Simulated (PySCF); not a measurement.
# Working out the electron affinity of Cl

Cl⁻ [Ar] (1S) → Cl [Ne] 3s2 3p5 (2P). Calculation: PySCF 2.14, in dyall-av3z (19s12p3d2f, 84 functions); scalar relativity by spin-free X2C-1e. Frozen: [Ne]; the 26 highest virtual orbitals dropped. Energies in hartree (1 hartree = 27.21139 eV):

```csv
part,Cl⁻ (lower),Cl (upper)
UHF,-460.989772,-460.903103
MP2 opposite-spin,-0.157749,-0.126465
MP2 same-spin,-0.052355,-0.037515
```

Problem. What does Hartree-Fock give?

Solution. (-460.903103) − (-460.989772) = 0.086669 hartree = 2.358 eV.

Problem. What do MP2 and SCS-MP2 (6/5 opposite-spin, 1/3 same-spin) give?

Solution. The opposite-spin parts differ by 0.851 eV and the same-spin parts by 0.404 eV. MP2: 2.358 + (0.851) + (0.404) = 3.613 eV. SCS-MP2: 2.358 + 1.2 × (0.851) + (0.404)/3 = 3.514 eV.

A first-order spin-orbit estimate adds -0.035 eV to MP2 (valence), giving 3.578 eV against 3.613 eV (measured; photodetachment measurements, as compiled on the Wikipedia data page of electron affinities).

What remains against the reference includes basis incompleteness, the frozen core and correlation beyond second order.
